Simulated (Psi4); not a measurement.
This Psi4 input (wB97X-V/6-311++G(2d,2p)) gives -1.17263 Eh with 20 basis functions.

```
memory 8100 MB

molecule {
0 1
H    -0.00000000   -0.00000000   -0.37201156
H     0.00000000    0.00000000    0.37201156
}

set {
  basis 6-311++g(2d,2p)
  scf_type df
}

energy('wb97x-v')
print_variables()
```

Change:
```diff
- basis 6-311++g(2d,2p)
+ basis 6-31+g*
```

Question: What does the run give now?

Answer: -1.16790 Eh (wB97X-V/6-31+G*, 4 functions), a change of +4.73 mEh.
